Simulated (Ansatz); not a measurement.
bcc Cs, treated with r²SCAN+rVV10 (Ansatz, a quantum-chemistry and plane-wave program, PAW).

Settings: plane-wave cutoff 500 eV, 18×18×18 k mesh, Fermi–Dirac smearing 0.1 eV, scalar-relativistic PAW data made under PBE.

Computed at the level's own relaxed cell.

Task: Give the computed equilibrium volume per atom and lattice constant a.

Result: 
equilibrium volume per atom: 116.98 Å³/atom
lattice constant a: 6.162 Å

Measured, for comparison: equilibrium volume per atom 110.12 Å³/atom, lattice constant a 6.039 Å (low-temperature or extrapolated to 0 K; zero-point anharmonic expansion removed; as tabulated in Csonka et al. (2009), arXiv:0903.4037). Computed (rounded) less measured: equilibrium volume per atom +6.2 %, lattice constant a +2.0 %.

Spin–orbit coupling is not included.

Static lattice: no zero-point or thermal effects.

Computing time: around 110 core-seconds (rough).
